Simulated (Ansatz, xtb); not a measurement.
## A geometry optimisation of H6OSi2+ with r2SCAN-D4/def2-SVP

The starting geometry of this gas-phase doublet has its atoms placed at random.

```yaml
atoms:
  - { symbol: O, position_ang: [-0.1069, 0.8288, -1.5222] }
  - { symbol: Si, position_ang: [-0.6464, -2.2813, 0.4817] }
  - { symbol: Si, position_ang: [-0.5862, -0.1205, 0.0340] }
  - { symbol: H, position_ang: [-1.0698, -0.7143, -1.6473] }
  - { symbol: H, position_ang: [0.5345, -1.8639, 0.1689] }
  - { symbol: H, position_ang: [0.2359, 0.5547, -0.5571] }
  - { symbol: H, position_ang: [0.8570, -0.3331, -1.2074] }
  - { symbol: H, position_ang: [-1.9875, -1.2219, -0.2354] }
  - { symbol: H, position_ang: [-0.6294, 1.3351, -1.9385] }
```

Guess where an optimisation with r2SCAN-D4/def2-SVP ends from this start.

It ends as a structure with H5 bridging Si3 and Si2, H8 bridging Si3 and Si2, given below by its coordinates. Distances that change by over a tenth: O1–H9 (0.84 → 0.97 Å), Si2–Si3 (2.21 → 2.45 Å), Si2–H5 (1.29 → 1.64 Å). Contacts that open: Si3–H6 (1.22 → 2.61 Å). Contacts that close: Si2–H8 (1.85 → 1.67 Å), Si3–H4 (1.85 → 1.48 Å), Si3–H5 (2.08 → 1.72 Å), Si3–H7 (1.92 → 1.48 Å), Si3–H8 (1.80 → 1.67 Å).

The energy falls by 13.63 eV over 24 steps:

| step | E − E(last) (eV) |
| --- | --- |
| 1 | 13.627 |
| 4 | 4.971 |
| 6 | 2.903 |
| 9 | 1.063 |
| 11 | 0.428 |
| 14 | 0.017 |
| 16 | 0.002 |
| 19 | 0.000 |
| 21 | 0.000 |
| 24 | 0.000 |

Final geometry (Å):

```xyz
9

O    -0.3823    1.0140   -1.1595
Si   -1.0651   -1.8280    1.2209
Si   -0.1205   -0.8942   -0.8437
H    -0.5811   -1.3212   -2.1849
H    -0.2758   -2.4308   -0.0849
H     0.3409    1.6614   -1.0767
H     1.3326   -0.6623   -0.6526
H    -1.5342   -0.7574    0.0317
H    -1.1133    1.4021   -1.6735
```

From the same start GFN2-xTB ends elsewhere, in pieces: H4OSi + H2Si.

From so rough a start the end depends on the optimiser's path, so another program may land elsewhere. No frequencies were run, so the end isn't proven a minimum. Open shells are spin-unrestricted. Run with Ansatz 0.2.0, 5.5 min on 1 thread of Intel(R) Xeon(R) Processor @ 2.50GHz (Skylake/Cascade Lake), with other jobs on the host.
